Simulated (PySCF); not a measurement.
```xyz
5

C     0.0498   -0.5763    0.0000
C     0.0498    0.7110    0.0000
H    -0.8768   -1.1518    0.0000
H     0.9692   -1.1546    0.0000
H    -0.6900    1.4982    0.0000
```

Basis set: cc-pVTZ (spherical functions). Correlated methods keep 2 orbitals frozen. Charge 1, multiplicity 1.

Starred EOM-CCSD(T)(a) on the restricted Hartree–Fock determinant with PySCF 2.14.0; the energies are vertical.

Problem. The solver was asked for the few lowest roots only. Give the electron affinities of singlet C2H3(+) among them whose weight of singles is over 0.7 (positive where the electron binds).

Solution.

| root | energy (eV) | weight of singles |
| --- | --- | --- |
| 1 | 9.54 | 0.95 |
| 2 | 4.82 | 0.95 |
| 3 | 2.15 | 0.98 |

Higher main lines weren't sought. Caution: large amplitudes, a single reference is doubtful.
